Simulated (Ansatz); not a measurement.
[H···H···OH], doublet: transfer scan

Starting geometry:

```xyz
4

H    -1.7980    0.0498    0.0000
H    -1.0530    0.0498    0.0000
O     0.1540    0.0498    0.0000
H     0.4059   -0.8901    0.0000
```

From there H2 is moved from one fragment to the other while all else, the fragments' distance too, stays fixed; atoms are numbered as listed. Energies are in kcal/mol, counted from the starting geometry at the same level.

Basis cc-pVDZ; Ansatz 0.2.0. Correlated methods freeze the noble-gas cores. R marks a restricted (for open shells ROHF) determinant, U an unrestricted one. Active spaces: valence = (9e, 7o) chosen from the atoms' valence shells.

Runs in a small pair space aren't shown, since their orbitals change along the scan.

Full CI isn't at hand for all of this; UCCSDTQ serves as the reference, and is uncertain by about the last step of the cluster series. The frozen core follows each run's orbitals, which can shift R against U totals by a few meV.

```
distance H1-H2 (Å)  UCCSDTQ  error RMP2  error RCCSD(T)  error UCCSDT  error UCCSDT(Q)  error RCCSDTQ  error MRCISD+Q (valence space)
             0.745      0.0         0.0             0.0           0.0              0.0            0.0                             0.0
             0.776     -1.8        -1.2             0.0           0.0              0.0            0.0                             0.0
             0.838     -4.9        -5.3             0.0           0.1              0.0            0.0                             0.0
             0.900     -7.7        -5.3             0.0           0.1              0.0            0.0                             0.0
             0.962     -9.5        -5.4             0.0           0.0              0.0            0.0                             0.1
```

Errors are those of relative energies. In total energy the starting point itself misses UCCSDTQ by: RMP2 15.5, RCCSD(T) 0.5, UCCSDT 0.3, UCCSDT(Q) 0.0, RCCSDTQ 0.0, MRCISD+Q (valence space) 0.4 kcal/mol.

Spread of the error over the points with a reference, to 0.962 Å (largest less smallest): RCCSDTQ 0.0, UCCSDT(Q) 0.0, RCCSD(T) 0.0, UCCSDT 0.1, MRCISD+Q (valence space) 0.1, RMP2 5.4 kcal/mol.
